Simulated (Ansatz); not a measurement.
Two isomers of C4H7NO: A = `CC1(O)C=NC1`, B = `C#CCNCO`.

Computed with Ansatz on PBE0-D4/def2-TZVP structures; ΔE is electronic, products minus reactants. CCSD(T)/CBS is the MP2 limit (def2-TZVPP, def2-QZVPP) plus CCSD(T) − MP2 in def2-TZVPP, frozen cores. Functionals use def2-TZVPP. B3LYP here is the variant with VWN-RPA as its local correlation; programs differ in this. Each species was taken in one conformer, which may not be the lowest.

Which isomer does CCSD(T)/CBS put lower? Give the gap. (Best estimate.)

Computed: A, by 15.1 kcal/mol.

Give E(B) − E(A) in kcal/mol with MP2/def2-TZVPP, r2SCAN-D4, B3LYP, CCSD(T)/def2-TZVPP, B2PLYP, HF/def2-TZVPP, CCSD/def2-TZVPP. (Best estimate.)

Computed: MP2/def2-TZVPP 14.6, r2SCAN-D4 16.8, B3LYP 12.3, CCSD(T)/def2-TZVPP 15.9, B2PLYP 12.8, HF/def2-TZVPP 10.7, CCSD/def2-TZVPP 15.1. None reverses the order clearly.

Largest T1 diagnostic: 0.011.

In def2-TZVPP, CCSD(T) changes the Hartree–Fock value by +5.2 kcal/mol (the triples alone add +0.8 kcal/mol) and MP2 by +3.9 kcal/mol. The D4 term adds +1.1 kcal/mol with B3LYP and +0.5 kcal/mol with PBE0; it sums over pairs of atoms, weighted by their polarisabilities, and B3LYP, whose exchange is more repulsive, gets the larger term.
